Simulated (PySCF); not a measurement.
# Working out the ionisation energy of P

P [Ne] 3s2 3p3 (4S) → P+ [Ne] 3s2 3p2 (3P). Computed with PySCF 2.14 in pcseg-2 (5s4p2d1f, 34 functions), with the non-relativistic Hamiltonian (point nucleus). Frozen: [Ne]. Energies in hartree (1 hartree = 27.21139 eV):

```
            part    P (lower)   P+ (upper)
             UHF  -340.709213  -340.344389
CCSD correlation    -0.092001    -0.078583
             (T)    -0.002810    -0.001955
```

Question: What does Hartree-Fock give?

Answer: (-340.344389) − (-340.709213) = 0.364824 hartree = 9.927 eV.

Question: What do CCSD and CCSD(T) give?

Answer: The CCSD correlation energies differ by 0.013418 hartree = 0.365 eV and the triples by 0.000855 hartree = 0.023 eV, so CCSD gives 10.292 eV and CCSD(T) 10.315 eV.

Measured between the centres of the two terms (NIST): 10.526 eV, so CCSD(T) (valence) is off by -0.211 eV.

What remains against the reference includes basis incompleteness, the frozen core and higher excitations.
